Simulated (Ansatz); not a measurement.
`[AlH2][SiH2]S` + H₂ → `[SiH3]S` + `[AlH3]` at 600 K and 1 bar (hydrogenolysis of the Si–Al bond).

Gas-phase electronic energies from Ansatz, PBE0-D4/def2-TZVP geometries. CBS: MP2 limit from def2 TZ/QZ plus the TZ coupled-cluster correction, frozen cores. This one scheme is used for every species. One conformer a species, not always the lowest.

```
        species  CCSD(T)/CBS energy (Eh)  H − E (kJ/mol)  S (J/(mol·K))
`[AlH2][SiH2]S`               -931.87373           160.2          423.3
             H₂                 -1.17544            43.9          150.8
      `[SiH3]S`               -689.27336           126.3          326.2
       `[AlH3]`               -243.78045            74.2          242.3
```

H − E and S are ideal-gas, rigid-rotor, harmonic terms from PBE0-D4/def2-TZVP, for one conformer and one mirror image of each species. The MP2-based limit puts H₂ 0.8 mEh under its directly extrapolated value; such offsets cancel only in part. 1 Eh = 2625.50 kJ/mol, R = 8.31446 J/(mol·K).

**Question.** By hand: ΔE, ΔH, ΔS and ΔG.

**Answer.** ΔE = (-689.27336) + (-243.78045) − (-931.87373) − (-1.17544) = -0.00464 Eh = -12.2 kJ/mol. Δ(H − E) = 126.3 + 74.2 − 160.2 − 43.9 = -3.6, so ΔH = -15.8 kJ/mol. ΔS = 326.2 + 242.3 − 423.3 − 150.8 = -5.6 J/(mol·K). ΔG = -15.8 − 600 × (-5.6)/1000 = -12.4 kJ/mol.

**Question.** By hand: the equilibrium constant, and the temperature at which ΔG would vanish if ΔH and ΔS stayed fixed.

**Answer.** log₁₀ K = −ΔG/(RT ln 10) = 1.1. ΔG = 0 at ΔH/ΔS = 2821 K, far beyond where these terms or the molecules hold.

The number of gas molecules stays the same, so ΔS is small and ΔH decides. A doubt of 5 kJ/mol in ΔE shifts log₁₀ K by 0.4 here. Other conformers and mirror images would add mixing entropy, several J/(mol·K) or more a flexible species. These are equilibria of isolated gas molecules and say nothing of rates. Largest T1 diagnostic: 0.012 (customary marks: 0.02 for closed shells, 0.045 for open ones).
